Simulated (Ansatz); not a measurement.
# Al₂H₂ (triplet): the correlation ladder, cc-pVDZ

An exercise on one series of results from a longer session: the logs are not shown, and one member is left open.

Program: Ansatz 0.2.0, Gaussian basis. Level of theory: cc-pVDZ, core rule «outside noble gas», up to 10 orbitals frozen. These are calculated values, not measurements.

The runs, in order: UHF; CCSD(T) on ROHF; CCSD(T) on UHF; BCCD(T) on ROHF; CISD; CCSDT(Q) on ROHF; CCSDT(Q) on UHF; CASSCF and MRCISD+Q, 8 electrons in 10 orbitals; CASSCF and NEVPT2, 8 electrons in 10 orbitals.

22 further runs of the same task are left out: 7 that didn't finish, 15 set aside as unsound or not needed.

## The geometry

The geometry is a PBE0/def2-TZVP stationary point (not a proven minimum).

4 atoms, charge 0, spin multiplicity 3.

Atoms are counted from 1 here; the program's logs count them from 0.

Bond lengths: Al1–Al2 2.300 Å, Al1–H3 1.575 Å, Al2–H4 1.575 Å. Angles: Al2–Al1–H3 180.0°, Al1–Al2–H4 180.0°.

As a file:

```
Al    0.00000    0.00000    1.15001
Al    0.00000    0.00000   -1.15001
H     0.00000    0.00000    2.72455
H     0.00000    0.00000   -2.72455
```

Set-up of the first run:

Contents of in.yaml:

```yaml
crystal:
  periodic: [false, false, false]
  atoms:
    - {symbol: Al, position_ang: [0.000000, 0.000000, 1.150006]}
    - {symbol: Al, position_ang: [0.000000, 0.000000, -1.150006]}
    - {symbol: H, position_ang: [0.000000, 0.000000, 2.724549]}
    - {symbol: H, position_ang: [0.000000, 0.000000, -2.724549]}
basis:
  gaussian: {orbitals: cc-pVDZ}
magnetization: {spin_polarized: true, initial_magnetization: 2}
hamiltonian: {xc: hf}
output: {orbitals: {seedname: orbitals}}
```

On the command line:

```sh
ansatz run in.yaml --threads 1 --pin off --events-out ev --progress --plain --max-ram 2393MiB
```

Among the steps run: UHF; CCSD(T) on ROHF; CCSD(T) on UHF; BCCD(T) on ROHF; CISD; CCSDT(Q) on ROHF; CCSDT(Q) on UHF; CASSCF and MRCISD+Q, 8 electrons in 10 orbitals; CASSCF and NEVPT2, 8 electrons in 10 orbitals.

One of the session's tables, all rows but one given; the rest of the session is left out.

```
          method  from UCCSDT(Q) (kJ/mol)
            ROHF                        ?
             UHF                   +364.9
            RMP2                    +96.7
            UMP2                    +97.6
            CISD                    +37.5
           RCCSD                    +16.4
           UCCSD                    +16.2
        RCCSD(T)                     +4.4
        UCCSD(T)                     +4.4
         BCCD(T)                     +4.4
          RCCSDT                     +0.7
          UCCSDT                     +0.7
       RCCSDT(Q)                      0.0
       UCCSDT(Q)                        0
  CASSCF valence                   +216.5
  NEVPT2 valence                    +66.6
  MRCISD valence                    +12.3
MRCISD+Q valence                     -0.7
```

**Question.** Estimate the row for ROHF.

**Answer.** from UCCSDT(Q) (kJ/mol): +372.7. In the column «from UCCSDT(Q) (kJ/mol)» it is the highest.

Among the levels timed on like hardware and quicker than the yardstick, those that no quicker one beats, quickest first: CISD (1.8 s, +37.5 kJ/mol); BCCD(T) (1.8 s, +4.4 kJ/mol); MRCISD+Q valence (8.5 s, -0.7 kJ/mol).

With the free atoms at the same levels and basis (separate runs), the atomisation energy is 5.930 eV at UCCSDT(Q), 5.906 eV at RCCSD(T), 5.904 eV at UCCSD(T), 4.870 eV at ROHF.

Caveats from the session: Of the multireference levels listed MRCISD+Q valence comes nearest in total energy (-0.7 kJ/mol), which doesn't show that its space is the better one. Restricted and unrestricted rows rest on different reference determinants; where their highest levels disagree by more than a few hundredths of an eV, they describe different states and don't form one ladder.
